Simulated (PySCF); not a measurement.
## Dipole moment and polarisability of AlH2F

Species: AlH2F.
Cartesian coordinates in Å at the PBE0-D3(BJ)/def2-SVP level; atoms count from 1:
```xyz
4
AlFH2 angstrom
Al     0.0310    0.0513   -0.0018
H      1.6061   -0.0665    0.0169
H     -0.8068    1.3903   -0.0194
F     -0.8303   -1.3752    0.0042
```

Level: CAM-B3LYP/def2-SVPD (PySCF), static field, nuclei fixed, core orbitals frozen in the response. The polarisability tensor in these axes (au):

```
x   29.87 -1.43  0.06
y   -1.43 28.37 -0.04
z    0.06 -0.04 25.03
```

Task: Diagonalise the tensor; give its mean and Δα, where Δα² is half the sum of the squared differences of the eigenvalues.

Result: Principal values 25.03, 27.50 and 30.73 au; mean 27.76 au = 4.11 Å³ = 4.58 × 10⁻⁴⁰ C²·m²/J; Δα = 4.96 au (18 % of the mean).

Task: What is the dipole moment, and where does it point?

Result: (0.83, 1.37, -0.02) D, 1.60 D in size, pointing from the negative to the positive side. Measured along this direction, the outermost atoms are F4 at the negative end and H2 and H3 at the positive end.

Task: Molar refractivity from α?

Result: Lorentz–Lorenz: R = (4π/3)N_A α = 2.5225 cm³/(mol·Å³) × 4.11 Å³ = 10.4 cm³/mol, in the limit of long wavelengths.

Task: What depolarisation ratio follows for Rayleigh scattering of linearly polarised light, taking the static tensor?

Result: ρ = 3Δα²/(45ᾱ² + 4Δα²) = 73.7/(34669 + 98.2) = 0.00212.

Task: Find the Langevin capture rate constant for H3O+ (19.018 u) meeting this molecule (47.996 u), k = 2.342 × 10⁻⁹ cm³/s × √(α in Å³ / reduced mass in u).

Result: The reduced mass is 13.62 u, so k = 1.29 × 10⁻⁹ cm³/s. The formula leaves out the permanent dipole, which adds to the capture rate.

Task: Sum over states: ᾱ = Σ f/ω², ω in Eh. What share falls to these 15 lowest TDDFT singlets (eV, f)? 5.88, 0.0000; 7.65, 0.0010; 8.33, 0.1569; 8.60, 0.1969; 8.86, 0.0000; 8.93, 0.3998; 9.22, 0.0000; 9.92, 0.0733; 9.97, 0.2067; 10.16, 0.0461; 10.18, 0.1196; 10.46, 0.4923; 10.62, 0.0000; 10.74, 0.0636; 10.85, 0.3435.

Result: They add up to 16.55 au, 59.6 % of the 27.76 au; the largest single term is 3.71 au, from the state at 8.93 eV. Terms in order: 0.00, 0.01, 1.67, 1.97, 0.00, 3.71, 0.00, 0.55, 1.54, 0.33, 0.86, 3.33, 0.00, 0.41, 2.16 au. Higher excitations give the rest. The strengths listed sum to 2.100.

Isolated species at its PBE0-D3(BJ)/def2-SVP geometry, gas phase.

These values come from a run that also computed excited states. Hardware: Arm Neoverse N1, one thread, no GPU, on a shared host. Cost: 2.9 s wall.
